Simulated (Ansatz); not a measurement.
`C[SiH2]` radical. Charge 0, multiplicity 2.

```json
{"atom": "C1", "x (Å)": "-0.2111", "y (Å)": "0.7869", "z (Å)": "-0.0739"}
{"atom": "Si2", "x (Å)": "0.3800", "y (Å)": "-0.8965", "z (Å)": "0.5022"}
{"atom": "H3", "x (Å)": "-0.5489", "y (Å)": "0.7399", "z (Å)": "-1.1137"}
{"atom": "H4", "x (Å)": "-1.0444", "y (Å)": "1.1364", "z (Å)": "0.5388"}
{"atom": "H5", "x (Å)": "0.5925", "y (Å)": "1.5231", "z (Å)": "-0.0103"}
{"atom": "H6", "x (Å)": "1.5421", "y (Å)": "-1.3779", "z (Å)": "-0.2974"}
{"atom": "H7", "x (Å)": "-0.7102", "y (Å)": "-1.9117", "z (Å)": "0.4543"}
```

(1) List the harmonic frequencies (cm⁻¹, unscaled) at PBE0-D4/def2-TZVP in Ansatz. (Best estimate.)

(2) Is this a minimum?

(3) Give the ideal-gas thermochemistry at 298.15 K and 1 bar (rigid rotor, harmonic oscillator; point group Cs, symmetry number 1).

Answers

(1) The calculation gave: 182, 521, 560, 702, 834, 881, 928, 1268, 1443, 1447, 2188, 2211, 3046, 3126, 3146.

(2) Yes, all 15 modes are real.

(3) Zero-point energy 134.5 kJ/mol; H(298) − E = 147.8 kJ/mol; entropy 268.0 J/(mol·K), of which translation 156.4, rotation 88.1, vibration 17.8, electronic 5.8; G(298) − E = 67.9 kJ/mol.
